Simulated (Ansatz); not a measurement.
**C₆H₁₂: up Jacob's ladder to CCSD(T)**

How much do the methods differ for C₆H₁₂? The plan is to run it at one geometry with functionals of several rungs and with coupled cluster, and see how far each lands from CCSD(T) at the basis-set limit for the atomisation energy.

Method: functionals in def2-TZVPP, the program's frozen cores in correlated methods; program: Ansatz 0.2.0, Gaussian basis.

Levels to be run: PBE-D4, r2SCAN-D4, PBE0-D4, B3LYP-D4, ωB97X-V, ωB97M-V, B2PLYP; CCSD(T)/def2-TZVPP; MP2/def2-QZVPP; extrapolation to the limit.

## (1) Structure used throughout

The geometry comes from an earlier relaxation with PBE0-D4 in a triple-zeta def2 set; it is a stationary point, not always the lowest conformer.

SMILES `C/C=C/C(C)C`, 18 atoms, charge 0, spin multiplicity 1.

Atoms are counted from 1 here; the program's logs count them from 0.

Bond lengths: C1–C2 1.491 Å, C1–H7 1.095 Å, C1–H8 1.095 Å, C1–H9 1.092 Å, C2–C3 1.327 Å, C2–H10 1.088 Å, C3–C4 1.499 Å, C3–H11 1.091 Å, C4–C5 1.528 Å, C4–C6 1.519 Å, C4–H12 1.100 Å, C5–H13 1.094 Å, C5–H14 1.093 Å, C5–H15 1.093 Å, C6–H16 1.092 Å, C6–H17 1.094 Å, C6–H18 1.092 Å. Angles: C2–C1–H7 111.2°, C2–C1–H8 111.2°, C2–C1–H9 111.4°, H7–C1–H8 106.5°, H7–C1–H9 108.1°, H8–C1–H9 108.1°, C1–C2–C3 124.7°, C1–C2–H10 116.1°, C3–C2–H10 119.3°, C2–C3–C4 127.2°, C2–C3–H11 118.1°, C4–C3–H11 114.8°, C3–C4–C5 109.9°, C3–C4–C6 114.1°, C3–C4–H12 106.8°, C5–C4–C6 110.9°, C5–C4–H12 107.0°, C6–C4–H12 107.8° and more.

## (2) PBE-D4 (GGA)

Contents of in.yaml:

```yaml
crystal:
  periodic: [false, false, false]
  atoms:
    - {symbol: C, position_ang: [-1.730365, 1.334467, -1.811975]}
    - {symbol: C, position_ang: [-0.993575, 0.849612, -0.610143]}
    - {symbol: C, position_ang: [-0.377378, -0.322989, -0.524812]}
    - {symbol: C, position_ang: [0.390663, -0.859582, 0.645421]}
    - {symbol: C, position_ang: [1.814542, -1.210771, 0.216445]}
    - {symbol: C, position_ang: [0.399067, 0.059463, 1.854438]}
    - {symbol: H, position_ang: [-2.779896, 1.539907, -1.577303]}
    - {symbol: H, position_ang: [-1.305225, 2.271736, -2.185484]}
    - {symbol: H, position_ang: [-1.700333, 0.601857, -2.621122]}
    - {symbol: H, position_ang: [-0.975859, 1.522985, 0.243994]}
    - {symbol: H, position_ang: [-0.405569, -0.981824, -1.393722]}
    - {symbol: H, position_ang: [-0.097052, -1.800019, 0.941240]}
    - {symbol: H, position_ang: [2.360029, -0.308047, -0.072679]}
    - {symbol: H, position_ang: [1.816494, -1.890068, -0.639656]}
    - {symbol: H, position_ang: [2.361558, -1.692632, 1.030916]}
    - {symbol: H, position_ang: [-0.612808, 0.278973, 2.202634]}
    - {symbol: H, position_ang: [0.889947, 1.009040, 1.621825]}
    - {symbol: H, position_ang: [0.945739, -0.402118, 2.679983]}
basis:
  gaussian: {orbitals: def2-TZVPP}
hamiltonian: {xc: pbe, dispersion: d4}
output: {forces: true, orbitals: {seedname: orbitals}}
```

On the command line:

```console
$ ansatz run in.yaml --threads 2 --pin off --events-out ev --progress --plain --max-ram 32768MiB --backend cuda --devices 0, --max-vram 18GiB
```

Further steps of the session: r2SCAN-D4 (meta-GGA); PBE0-D4 (hybrid); B3LYP-D4 (hybrid); ωB97X-V (range-separated); ωB97M-V (range-separated); B2PLYP (double hybrid); CCSD(T) in def2-TZVPP; MP2 in def2-QZVPP.

Before running them: what should the planned runs give, taken together? Wanted: atomisation energy, CCSD(T)/CBS; farthest; mean size of error, hybrid; mean size of error, range-separated; gap, smallest and largest; T1 diagnostic; triples share of the correlation energy.

**Answer**, as computed:

```
                               quantity                                  value
        atomisation energy, CCSD(T)/CBS                              75.706 eV
    functionals within 0.379 eV (0.5 %)  r2SCAN-D4, B3LYP-D4, ωB97X-V, ωB97M-V
                               farthest                     PBE-D4 (+1.493 eV)
             mean size of error, hybrid                               0.402 eV
    mean size of error, range-separated                               0.140 eV
              gap, smallest and largest   5.46 eV (PBE-D4), 12.05 eV (ωB97X-V)
                          T1 diagnostic                                 0.0093
triples share of the correlation energy                                  4.0 %
```

In words: PBE-D4 misses by +1.493 eV. Double hybrids carry the basis error of their MP2 part in triple zeta, and no dispersion term here, so their miss is partly the set-up's. The reference freezes the cores and leaves out relativity and excitations past (T), so misses under about 0.379 eV can't be ranked. Hartree-Fock recovers 76 % of the binding; the rest is correlation. The gap grows from 5.5 to 12.0 eV across the functionals, mostly with the share of exact exchange.
